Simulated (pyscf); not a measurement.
## Concerted two-bond exchange: `[SiH3][O][AsH2]` -> `[OH][SiH2][AsH2]`

Gas phase, singlet surface, charge 0. Bonds broken: As1–O2, Si3–H6. Bonds formed: As1–Si3, O2–H6. Structures and frequencies: ωB97X-D3(BJ)/def2-SVP in PySCF. Correlated levels are frozen-core, on RHF or UHF. ΔMP2 is the change of the MP2 total energy from the triple- to the quadruple-zeta basis.

Transition state (Å):

```xyz
8

As    -0.0734     1.0609    -1.2361
O      0.9698    -0.0415     0.6200
Si    -0.5619    -0.3546     1.0521
H     -1.2833     0.6735    -0.2499
H     -0.2247    -0.2921    -1.9180
H      0.9760    -0.8108     1.7840
H     -1.3038    -1.5646     0.6224
H     -1.3253     0.4653     2.0246
```

One imaginary mode, 1550i cm⁻¹; descent along it reached the two sides named.

```csv
bond,change,reactant side (Å),saddle,product side
As1–O2,breaks,1.794,2.398,3.2
Si3–H6,breaks,1.487,1.763,2.277
As1–Si3,forms,3.1,2.7,2.340
O2–H6,forms,2.555,1.395,0.963
```

Electronic energies relative to the reactant's lowest minimum found (kcal/mol):

```json
[
 {"level": "ωB97X-D3(BJ)/def2-TZVP", "barrier": "106.9", "reaction energy": "-12.4", "reverse barrier": "119.3"},
 {"level": "PBE/def2-TZVP", "barrier": "80.2", "reaction energy": "-13.0", "reverse barrier": "93.2"},
 {"level": "r²SCAN/def2-TZVP", "barrier": "89.1", "reaction energy": "-12.4", "reverse barrier": "101.5"},
 {"level": "B3LYP-D3(BJ)/def2-TZVP", "barrier": "94.0", "reaction energy": "-9.9", "reverse barrier": "104.0"},
 {"level": "PBE0-D3(BJ)/def2-TZVP", "barrier": "93.5", "reaction energy": "-13.6", "reverse barrier": "107.1"},
 {"level": "M06-2X/def2-TZVP", "barrier": "103.4", "reaction energy": "-8.8", "reverse barrier": "112.2"},
 {"level": "ωB97M-D3(BJ)/def2-TZVP", "barrier": "102.4", "reaction energy": "-10.7", "reverse barrier": "113.1"},
 {"level": "HF/def2-TZVP", "barrier": "134.4", "reaction energy": "-7.4", "reverse barrier": "141.8"},
 {"level": "MP2/def2-QZVPP", "barrier": "97.8", "reaction energy": "-12.7", "reverse barrier": "110.5"},
 {"level": "CCSD/def2-TZVPP", "barrier": "106.2", "reaction energy": "-11.4", "reverse barrier": "117.6"},
 {"level": "CCSD(T)/def2-TZVPP", "barrier": "97.9", "reaction energy": "-11.5", "reverse barrier": "109.3"},
 {"level": "CCSD(T)/def2-TZVPP + ΔMP2(QZVPP)", "barrier": "96.7", "reaction energy": "-12.1", "reverse barrier": "108.8"}
]
```

With CCSD(T)/def2-TZVPP + ΔMP2(QZVPP) energies and thermal terms (ideal gas, 1 atm, RRHO with modes under 100 cm⁻¹ raised to 100, one conformer, R ln 2 for rigid chiral ones), in kcal/mol:

```tsv
T (K)	ΔH‡	ΔG‡	ΔH	ΔG
298	93.3	93.7	-10.9	-11.2
600	93.4	94.0	-10.4	-11.8
900	93.2	94.4	-10.3	-12.4
1200	93.0	94.8	-10.4	-13.1
```

At the saddle there is also a short H–Si contact that neither side keeps. From the product side, HO–SiH₂• + AsH₂• lies, by one bond made or cut, 44.3 kcal/mol under this saddle at ωB97M-D3(BJ). The same reactants have a lower exit, to cyclic H₃AsOSi (SMILES O1[SiH2][AsH]1) + H₂ (barrier +67.7 kcal/mol at ωB97M-D3(BJ), against +102.4 kcal/mol here). This is the saddle that the search found; another between the same sides may lie lower. One closed-shell reference is unstable to symmetry breaking; treat the single-reference values with care. The CCSD(T) − MP2 part came from Ansatz, without density fitting, on the same reference. The frozen core leaves the outer d or s,p core shells of the metals and heavy elements correlated in the MP2 and CC values, and def2-TZVPP describes them poorly, which can shift differences by a few kcal/mol. Elements up to Kr have no core potential and no relativistic terms here.
